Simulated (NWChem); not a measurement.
Everything below was run with NWChem. System: C₂F₄, charge 0, spin multiplicity 3, displaced from the optimised geometry. The structure started from a generated list of species. Its SCF solution wasn't tested for a lower state. Level: UBP86/def2-SVP.

Input file:

```
start mol
memory heap 200 mb stack 800 mb global 1000 mb
geometry units angstroms nocenter noautoz
  F      1.310801    -1.109929     0.134651
  C      0.783769     0.000000    -0.403954
  F      1.310801     1.109929     0.134651
  C     -0.783769     0.000000    -0.403954
  F     -1.310801     1.109929     0.134651
  F     -1.310801    -1.109929     0.134651
  symmetry group C2v
end
basis spherical
  * library def2-svp
end
dft
  xc becke88 perdew86
  odft
  mult 3
  semidirect memsize 60000000 filesize 0
  iterations 100
  convergence energy 1e-9 density 1e-8 gradient 1e-7
end
task dft gradient
```

Output (cleaned and shortened):

```
             Northwest Computational Chemistry Package (NWChem) 7.3.0
             --------------------------------------------------------

                                NWChem Input Module
                                -------------------

 Scaling coordinates for geometry "geometry" by  1.889725989
 (inverse scale =  0.529177249)

 Turning off AUTOSYM since
 SYMMETRY directive was detected!

                             Geometry "geometry" -> ""
                             -------------------------

 Output coordinates in angstroms (scale by  1.889725989 to convert to a.u.)

  No.       Tag          Charge          X              Y              Z
 ---- ---------------- ---------- -------------- -------------- --------------
    1 F                    9.0000     1.31080100    -1.10992900     0.13465100
    2 C                    6.0000     0.78376900     0.00000000    -0.40395400
    3 F                    9.0000     1.31080100     1.10992900     0.13465100
    4 C                    6.0000    -0.78376900     0.00000000    -0.40395400
    5 F                    9.0000    -1.31080100     1.10992900     0.13465100
    6 F                    9.0000    -1.31080100    -1.10992900     0.13465100

 Effective nuclear repulsion energy (a.u.)     240.6479364880

            Nuclear Dipole moment (a.u.)
            ----------------------------
        X                 Y               Z
 ---------------- ---------------- ----------------
     0.0000000000     0.0000000000    -0.0000226767

      Symmetry information
      --------------------

 Group name             C2v
 Group number             16
 Group order               4
 No. of unique centers     2

      Symmetry unique atoms

     1    2


 Summary of "ao basis" -> "" (spherical)
 ------------------------------------------------------------------------------
       Tag                 Description            Shells   Functions and Types
 ---------------- ------------------------------  ------  ---------------------
 *                          def2-svp                  on all atoms

  perdew86 is a nonlocal functional; adding perdew81 local functional.

                                 NWChem DFT Module
                                 -----------------

 Summary of "ao basis" -> "ao basis" (spherical)
 ------------------------------------------------------------------------------
       Tag                 Description            Shells   Functions and Types
 ---------------- ------------------------------  ------  ---------------------
 F                          def2-svp                 6       14   3s2p1d
 C                          def2-svp                 6       14   3s2p1d

 Summary of "ao basis" -> "ao basis" (spherical)
 ------------------------------------------------------------------------------
       Tag                 Description            Shells   Functions and Types
 ---------------- ------------------------------  ------  ---------------------
 F                          def2-svp                 6       14   3s2p1d
 C                          def2-svp                 6       14   3s2p1d

      Symmetry analysis of basis
      --------------------------

        a1         24
        a2         18
        b1         24
        b2         18

  itol2e modified to match energy
  convergence criterion.
  tol_rho modified to match energy
  convergence criterion.

            General Information
            -------------------
          SCF calculation type: DFT
          Wavefunction type:  spin polarized.
[...]
 overlap   0.979  0.977  0.972  1.000  1.000  0.969  0.991  0.992  0.999  0.998

   alpha     41     42     43     44     45     46     47     48     49     50
    beta     41     42     43     44     45     47     46     48     49     50
 overlap   0.999  1.000  0.997  1.000  1.000  0.997  0.999  0.988  0.988  0.999

   alpha     51     52     53     54     55     56     57     58     59     60
    beta     51     52     53     54     55     56     57     58     59     60
 overlap   0.991  0.999  0.977  1.000  0.980  0.992  0.997  0.992  0.991  0.992

   alpha     61     62     63     64     65     66     67     68     69     70
    beta     61     62     63     64     65     66     68     67     69     70
 overlap   0.999  0.990  0.999  0.999  1.000  0.999  0.999  0.996  1.000  0.999

   alpha     71     72     73     74     75     76     77     78     79     80
    beta     71     72     73     74     75     76     77     79     78     80
 overlap   1.000  0.996  1.000  0.999  1.000  1.000  1.000  1.000  1.000  1.000

   alpha     81     82     83     84
    beta     81     82     83     84
 overlap   1.000  1.000  1.000  1.000

     --------------------------
     Expectation value of S2:
     --------------------------
      <S2> =      2.0025 (Exact =     2.0000)

 center of mass
 --------------
 x =   0.00000000 y =   0.00000000 z =   0.01016205

 moments of inertia (a.u.)
 ------------------
         353.217431437637           0.000000000000           0.000000000000
           0.000000000000         537.825253956371           0.000000000000
           0.000000000000           0.000000000000         853.252024700870

     Multipole analysis of the density
     ---------------------------------

     L   x y z        total         alpha         beta         nuclear
     -   - - -        -----         -----         ----         -------
     0   0 0 0     -0.000000    -25.000000    -23.000000     48.000000

     1   1 0 0     -0.000000      0.000000     -0.000000      0.000000
     1   0 1 0      0.000000      0.000000     -0.000000      0.000000
     1   0 0 1     -0.062161      1.085470     -1.147608     -0.000023

     2   2 0 0    -23.441784   -139.502966   -131.151814    247.212996
     2   1 1 0      0.000000      0.000000     -0.000000      0.000000
     2   1 0 1     -0.000000     -0.000000     -0.000000      0.000000
     2   0 2 0    -23.563247    -92.487684    -89.452000    158.376437
     2   0 1 1     -0.000000      0.000000     -0.000000      0.000000
     2   0 0 2    -22.187741    -18.495190    -13.016093      9.323542

  itol2e modified to match energy
  convergence criterion.

            General Information
            -------------------
          SCF calculation type: DFT
          Wavefunction type:  spin polarized.
          No. of atoms     :     6
          No. of electrons :    48
           Alpha electrons :    25
            Beta electrons :    23
          Charge           :     0
          Spin multiplicity:     3
          Use of symmetry is: on ; symmetry adaption is: on
          Maximum number of iterations: 100
          AO basis - number of functions:    84
                     number of shells:    36
          Convergence on energy requested:  1.00D-09
          Convergence on density requested:  1.00D-08
          Convergence on gradient requested:  1.00D-07

              XC Information
              --------------
                    Becke 1988 Exchange Functional  1.000
                Perdew 1981 Correlation Functional  1.000 local
                Perdew 1986 Correlation Functional  1.000 non-local

             Grid Information
             ----------------
          Grid used for XC integration:  medium
          Radial quadrature: Mura-Knowles
          Angular quadrature: Lebedev.
          Tag              B.-S. Rad. Rad. Pts. Rad. Cut. Ang. Pts.
          ---              ---------- --------- --------- ---------
          F                   0.50       49           8.0       434
          C                   0.70       49           7.0       434
          Grid pruning is: on
          Number of quadrature shells:    98
          Spatial weights used:  Erf1

          Convergence Information
          -----------------------
          Convergence aids based upon iterative change in
          total energy or number of iterations.
          Levelshifting, if invoked, occurs when the
          HOMO/LUMO gap drops below (HL_TOL):  1.00D-02
          DIIS, if invoked, will attempt to extrapolate
          using up to (NFOCK): 10 stored Fock matrices.

                    Damping( 0%)  Levelshifting(0.5)       DIIS
                  --------------- ------------------- ---------------
          dE  on:    start            ASAP                start
          dE off:    2 iters        100 iters           100 iters

      Screening Tolerance Information
      -------------------------------
          Density screening/tol_rho:  1.00D-12
          AO Gaussian exp screening on grid/accAOfunc:  21
          CD Gaussian exp screening on grid/accCDfunc:  20
          XC Gaussian exp screening on grid/accXCfunc:  20
          Schwarz screening/accCoul:  1.00D-10

                            NWChem DFT Gradient Module
                            --------------------------

  charge          =   0.00
  wavefunction    = open shell

  Using symmetry

                         DFT ENERGY GRADIENTS

    atom               coordinates                        gradient
                 x          y          z           x          y          z
   1 F       2.477055  -2.097462   0.254453    0.002212  -0.004969   0.002065
   2 C       1.481109   0.000000  -0.763362    0.003822   0.000000  -0.004129
   3 F       2.477055   2.097462   0.254453    0.002212   0.004969   0.002065
   4 C      -1.481109   0.000000  -0.763362   -0.003822   0.000000  -0.004129
   5 F      -2.477055   2.097462   0.254453   -0.002212   0.004969   0.002065
   6 F      -2.477055  -2.097462   0.254453   -0.002212  -0.004969   0.002065

                 ----------------------------------------
                 |  Time  |  1-e(secs)   |  2-e(secs)   |
                 ----------------------------------------
                 |  CPU   |       0.00   |       0.61   |
                 ----------------------------------------
                 |  WALL  |       0.00   |       0.61   |
                 ----------------------------------------

 Task  times  cpu:        2.8s     wall:        2.8s

 Total times  cpu:        2.8s     wall:        2.8s
```
